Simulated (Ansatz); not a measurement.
# N2: the cost of one run

Program: Ansatz 0.2.0. Level of theory: the levels named in each step. These are calculated values, not measurements.

## 1. The starting structure

Bond lengths: N1–N2 1.098 Å.

Structure file:

```xyz
2

N     0.0000    0.0000    0.0000
N     0.0000    0.0000    1.0982
```

## 2. A rough first relaxation, PBE-D4/def2-SVP

Contents of input.yaml:

```yaml
crystal:
  periodic: [false, false, false]
  atoms:
    - { symbol: "N", position_ang: [0.0, 0.0, 0.0] }
    - { symbol: "N", position_ang: [0.0, 0.0, 1.0982] }
basis:
  gaussian: { orbitals: def2-SVP }
hamiltonian:
  xc: pbe
  dispersion: d4
relax:
  f_tol: 0.03
  max_steps: 200
```

Run with:

```console
> ansatz run input.yaml --threads 2 --pin off --max-ram 5120MiB --backend cpu --events-out ev --progress --plain --runs-dir out
```

What time and memory should one allow on 2 threads of Intel Xeon at 2.50GHz (Skylake/Cascade Lake), shared host?

About 1.2 s, with a peak of 0.086 GiB.
